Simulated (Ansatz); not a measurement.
Saddle point of Si3H9, doublet (Si₂H₆ ([SiH3][SiH3]) + SiH₃ → Si₂H₅ ([SiH2][SiH3]) + SiH₄; bonds formed: H1–Si4; bonds broken: H1–Si2), PBE0-D4/def2-TZVP structure:

| atom | x (Å) | y (Å) | z (Å) |
| --- | --- | --- | --- |
| H1 | -0.4232 | 0.1759 | -0.8154 |
| Si2 | 0.7920 | 0.9674 | 0.0722 |
| Si3 | 1.2800 | -0.2003 | 2.0300 |
| Si4 | -1.7467 | -0.5801 | -1.8516 |
| H5 | 0.2708 | 2.3356 | 0.3462 |
| H6 | 1.9704 | 1.0699 | -0.8330 |
| H7 | 2.3032 | 0.4796 | 2.8706 |
| H8 | 0.0346 | -0.3495 | 2.8301 |
| H9 | 1.7818 | -1.5554 | 1.6760 |
| H10 | -2.9174 | 0.3363 | -1.8803 |
| H11 | -2.1166 | -1.8737 | -1.2178 |
| H12 | -1.2288 | -0.8057 | -3.2272 |

Energies are electronic, without zero-point energy. Barriers and step energies count from the start structure reached by relaxing down the imaginary mode; all methods use the PBE0-D4 structures, on which another method's saddle can fall below an end. Ansatz 0.2.0; basis: def2-TZVPP, with def2-QZVPP for the basis limit; cores frozen in the correlated methods; orbitals are unrestricted. B3LYP uses VWN-RPA correlation. Extrapolation: Hartree–Fock as exp(−7.88 √X), correlation as X^−2.97.

```json
{"method": "SPW92", "barrier (kJ/mol)": "-0.2", "step energy (kJ/mol)": "0.4"}
{"method": "PBE-D4", "barrier (kJ/mol)": "?", "step energy (kJ/mol)": "-5.0"}
{"method": "BLYP-D4", "barrier (kJ/mol)": "16.4", "step energy (kJ/mol)": "-8.0"}
{"method": "r2SCAN-D4", "barrier (kJ/mol)": "20.4", "step energy (kJ/mol)": "-8.3"}
{"method": "B97M-V", "barrier (kJ/mol)": "9.9", "step energy (kJ/mol)": "-13.3"}
{"method": "PBE0-D4", "barrier (kJ/mol)": "22.2", "step energy (kJ/mol)": "-6.1"}
{"method": "B3LYP-D4", "barrier (kJ/mol)": "24.2", "step energy (kJ/mol)": "-8.5"}
{"method": "r2SCAN0-D4", "barrier (kJ/mol)": "?", "step energy (kJ/mol)": "-8.4"}
{"method": "BHLYP-D4", "barrier (kJ/mol)": "37.9", "step energy (kJ/mol)": "-8.5"}
{"method": "CAM-B3LYP-D4", "barrier (kJ/mol)": "31.0", "step energy (kJ/mol)": "-10.4"}
{"method": "wB97X-V", "barrier (kJ/mol)": "32.4", "step energy (kJ/mol)": "-9.3"}
{"method": "wB97M-V", "barrier (kJ/mol)": "33.0", "step energy (kJ/mol)": "-9.9"}
{"method": "B2PLYP", "barrier (kJ/mol)": "28.3", "step energy (kJ/mol)": "-16.5"}
{"method": "PBE-QIDH", "barrier (kJ/mol)": "33.1", "step energy (kJ/mol)": "-11.0"}
{"method": "RPA on PBE", "barrier (kJ/mol)": "?", "step energy (kJ/mol)": "-13.8"}
{"method": "HF", "barrier (kJ/mol)": "67.9", "step energy (kJ/mol)": "-23.4"}
{"method": "MP2", "barrier (kJ/mol)": "43.2", "step energy (kJ/mol)": "-11.6"}
{"method": "CCSD", "barrier (kJ/mol)": "42.6", "step energy (kJ/mol)": "-13.6"}
{"method": "CCSD(T)", "barrier (kJ/mol)": "38.5", "step energy (kJ/mol)": "-12.0"}
```

Fill in the withheld barriers. (An estimate is asked for; the value comes from the calculation.)

Computed: RPA on PBE 38.4; PBE-D4 11.5; r2SCAN0-D4 27.9 kJ/mol. Each is the energy of the saddle less that of the start structure, by the same method.

For comparison, the barrier by CCSD(T) at an estimated basis limit (MP2 extrapolated from triple and quadruple zeta, plus CCSD(T) − MP2 in triple zeta) is 37.1 kJ/mol.

No T1 diagnostic of these runs exceeds 0.016. ⟨S²⟩ of the unrestricted Hartree–Fock references: 0.75 to 0.78 (a pure state has 0.75). The end structure is not quite a true minimum (one mode of 39i cm⁻¹).

Radical steps of this kind take place in plasma deposition and etching.

Labels in which every atom is bracketed show which atoms are joined, not bond orders.

For scale, one of the runs: CCSD(T)/def2-TZVPP, 252 basis functions, launched by `ansatz run in.yaml --threads 8 --pin off --events-out ev --progress --plain --max-ram 19148MiB`. Time: 2.7 min of wall clock on 8 CPU threads of an Arm Neoverse V1; the host was shared. Peak host memory: 13 GiB.
